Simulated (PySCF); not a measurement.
# Computed data sheet: `OCC[S-]`

C2H5OS (charge -1).
Cartesian coordinates in Å at the PBE0-D3(BJ)/def2-SVP level; atoms count from 1:
```xyz
9
C2H5OS angstrom
O     -1.4800   -0.3563    1.1327
C     -0.7810    0.1174    0.0237
C      0.5448   -0.6323   -0.1334
S      1.4200   -0.6652    1.4609
H     -0.7103   -0.5686    1.7351
H     -0.5468    1.2048    0.1169
H     -1.4210   -0.0021   -0.8774
H      0.3170   -1.6612   -0.4846
H      1.1376   -0.1516   -0.9382
```

Some functional groups and rings: alcohol.

**PBE0-D3(BJ)/def2-SVP geometry optimisation, gas phase (PySCF)**

```
Point group                  : C1
Rotational constants A, B, C : 12.128, 3.957, 3.214 GHz
```

**PBE0/pcSseg-1 ground state and GIAO shieldings, non-relativistic (PySCF)**

```
HOMO energy                                                 : 0.08 eV
LUMO energy                                                 : 5.95 eV
HOMO–LUMO gap                                               : 5.87 eV
Lowest Hirshfeld atomic charge                              : -0.59 e on S4
Highest Hirshfeld atomic charge                             : +0.06 e on H5
13C chemical shifts (computed TMS as zero) by class         : 66.5 (C2), 42.9 (C3) ppm
1H chemical shifts (computed TMS as zero) by class          : 6.17 (H5), 2.84 (H6/H7), 2.47 (H8/H9) ppm
Isotropic shieldings of nuclei other than C and H, by class : 300 (O1), 729 (S4) ppm
Mayer bond orders between heavy atoms                       : O1–C2 1.00, C2–C3 1.00, C3–S4 1.06
```

Monoisotopic mass of the ion (most abundant isotopes, electron mass counted): 77.0067 u.

With B = h/(8π²I), that is 505.379 GHz u Å² over I, the principal moments of inertia are 41.7, 127.7 and 157.2 u Å² (most abundant isotopes). The rotational constants make it an asymmetric top with κ = (2B − A − C)/(A − C) = -0.83, nearer the prolate limit (−1).

One conformer (not necessarily the lowest) at the PBE0-D3(BJ)/def2-SVP geometry, without solvent or vibrations. NMR classes are plain means over equivalent atoms (diastereotopic ones count apart unless rotation or inversion swaps them), as if these changed places fast; in this geometry the members of some classes differ. The HOMO energy is positive, so at this level the finite basis confines the outermost electrons. No diffuse functions stand in pcSseg-1, which bears on an anion's orbital energies.
